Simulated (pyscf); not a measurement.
F–Be–Cl (SMILES [F][Be][Cl]) + F–Si(Cl)(Cl)–Cl (SMILES F[Si](Cl)(Cl)Cl) -> F–Be–F (SMILES [F][Be][F]) + Cl–Si(Cl)(Cl)–Cl (SMILES Cl[Si](Cl)(Cl)Cl) (four-centre exchange; singlet surface; Be–Cl, F–Si broken, Be–F, Cl–Si formed). Single points on ωB97X-D3(BJ)/def2-SVP structures (PySCF, gas phase). Energies in kJ/mol from the separated reactants.

```
level                   barrier  reaction energy
----------------------  -------  ---------------
ωB97X-D3(BJ)/def2-TZVP        …                …
PBE/def2-TZVP              48.9            +19.6
PBE0-D3(BJ)/def2-TZVP      41.5            +19.5
M06-2X/def2-TZVP           49.5            +30.0
ωB97M-D3(BJ)/def2-TZVP        …            +23.7
HF/def2-TZVP              124.2            +41.6
```

Question: What belongs in the gaps?

Answer: 
- ωB97X-D3(BJ)/def2-TZVP, barrier: 36.9
- ωB97X-D3(BJ)/def2-TZVP, reaction energy: +17.5
- ωB97M-D3(BJ)/def2-TZVP, barrier: 50.3

The functionals in the table span 13.5 kJ/mol in this barrier, from ωB97X-D3(BJ) to ωB97M-D3(BJ). On the reactant side the descent ends in an adduct with a Be–F contact, 26.2 kJ/mol under the separated species and 63.1 kJ/mol under the saddle at ωB97X-D3(BJ)/def2-TZVP. On the product side the descent ends in an adduct with a Be–Cl contact, 23.6 kJ/mol under the separated species and 43.0 kJ/mol under the saddle at ωB97X-D3(BJ)/def2-TZVP. What is counted as formed (Be–F) is already present as a longer contact in the reactant adduct; forming that adduct is a step of its own. What is counted as broken (Be–Cl) persists as a longer contact in the product adduct; parting that adduct is a step of its own. One saddle was located; it need not be the lowest between these sides.
